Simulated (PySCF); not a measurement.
An unknown gives this computed stick spectrum. Method used: TDDFT CAM-B3LYP/def2-SVPD, vertical, gas phase, core orbitals frozen in the response in PySCF 2.14.0, density-fitted response routines. Geometries: GFN2-xTB, one conformer each.

```
state  E (eV)       f
   S1    2.12  0.0003
   S2    5.28   0.183
   S3    5.50   0.024
   S4    5.63   0.019
   S5    6.19   0.058
   S6    6.25   0.067
   S7    6.43   0.046
   S8    6.49   0.014
```

Triplets computed (Tamm–Dancoff): 1.63, 3.03, 4.82 eV.

Question: Which candidate is it?
A. `C#C[SiH2]/C=C\[SiH3]`
B. `C=C/C=C(\C)[SiH3]`
C. `CCC[SiH](F)F`
D. `CC(=S)[SiH2][SiH3]`
E. `C=CC=C`

Answer: D. Its S1, at 2.12 eV, is the lowest among the candidates; the nearest of the others has S1 at 5.38 eV. S1 is HOMO→LUMO (98%). S1 has the pattern of n→π* at C=S. At the same level the other candidates give, for their lowest levels:
- `CCC[SiH](F)F`: 8.18 eV (f 0.002); 8.51 eV (f 0.067); 8.86 eV (f 0.006); 9.17 eV (f 0.001); 9.43 eV (f 0.006); T1 7.78 eV; HOMO -10.35, LUMO 1.19 eV
- `C=C/C=C(\C)[SiH3]`: 5.38 eV (f 0.754); 6.24 eV (f 0.002); 6.38 eV (f 0.003); 6.90 eV (f 0.020); 7.13 eV (f 0.005); T1 2.99 eV; HOMO -7.84, LUMO -0.07 eV
- `C=CC=C`: 6.02 eV (f 0.717); 6.87 eV (f 0.000); 7.12 eV (f 0.000); 7.35 eV (f 0.065); 7.44 eV (f 0.000); T1 3.27 eV; HOMO -8.09, LUMO 0.27 eV
- `C#C[SiH2]/C=C\[SiH3]`: 5.68 eV (f 0.008); 6.07 eV (f 0.000); 6.30 eV (f 0.058); 6.31 eV (f 0.029); 6.48 eV (f 0.229); T1 3.96 eV; HOMO -9.27, LUMO -0.06 eV

The values belong to the conformer `[CH3:1][C:2](=[S:3])[SiH2:4][SiH3:5]`: C1–C2–Si4–Si5 -94°.
